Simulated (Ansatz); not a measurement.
KLi₂: from a trial structure to a relaxed crystal

These are results of DFT PBE, scalar-relativistic, plane waves, PAW (Ansatz), not measurements. Cutoff 420 eV, Γ-centred k mesh, Gaussian smearing, no spin polarisation in the final step.

The start puts KLi₂ on the sites of a reported Cr2B cell (I4/mcm, No. 140), with K in place of B, Li in place of Cr, at a guessed volume.

```xyz
6
Lattice="-3.3344 3.3344 2.7756 3.3344 -3.3344 2.7756 3.3344 3.3344 -2.7756" Properties=species:S:1:pos:R:3 pbc="T T T"
K     0.0000    0.0000    1.3878
K     0.0000    0.0000    4.1634
Li    1.1137    4.4481    0.0000
Li    2.2207    1.1137    0.0000
Li    2.2207   -1.1137    2.7756
Li    1.1137    2.2207    2.7756
```

Cell and atoms relax at zero pressure; the relaxation can't lower the symmetry of the start. After a coarse first stage the cell is made exact in the group found at 0.06 Å.

Energies over the elements count from the elements' standard structures at the same level, with no empirical corrections.

Question: Which crystal results?

Answer: It keeps I4/mcm (No. 140), but not the shape of the type it started on. Conventional cell: a = 5.889 Å, c = 12.876 Å. K is coordinated by 8 Li at 3.87 Å and 4 K at 4.16 Å; Li has 5 Li at 3.05 Å.

```cif
data_structure
_symmetry_space_group_name_H-M 'I4/mcm'
_symmetry_Int_Tables_number 140
_cell_length_a 5.8888
_cell_length_b 5.8888
_cell_length_c 12.8759
_cell_angle_alpha 90.000
_cell_angle_beta 90.000
_cell_angle_gamma 90.000
_cell_volume 446.51
loop_
_atom_site_label
_atom_site_type_symbol
_atom_site_symmetry_multiplicity
_atom_site_Wyckoff_symbol
_atom_site_fract_x
_atom_site_fract_y
_atom_site_fract_z
_atom_site_occupancy
K1 K 4 a 0.00000 0.00000 0.25000 1
Li1 Li 8 h 0.18312 0.68312 0.00000 1
```

Question: What are its volume, energy, density and gap?

Answer: The volume per atom is 37.21 Å³, the density is 0.79 g/cm³ and the energy over the elements is 0.13 eV/atom. The gap on the 10×10×10 mesh is 0 eV (a metal).

The final run used a 10×10×10 mesh on its 6-atom cell and 0.10 eV smearing. For metals, differences of a few meV/atom aren't resolved. A structure relaxed within its symmetry needn't be a true minimum.

Cost: 4 runs of about 11 core-minutes in all, on Intel Xeon Platinum 8259CL (Skylake/Cascade Lake) (shared hosts).